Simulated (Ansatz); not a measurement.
# Solid iodine

All values below come from r²SCAN-D4 (Ansatz, an electronic-structure program, PAW).

Cell: relaxed at this level.

For solid iodine, the lattice energy is 67 kJ/mol and the volume per molecule comes out as 84.41 Å³.

Spin–orbit coupling is not included.

Static lattice: no zero-point or thermal effects.
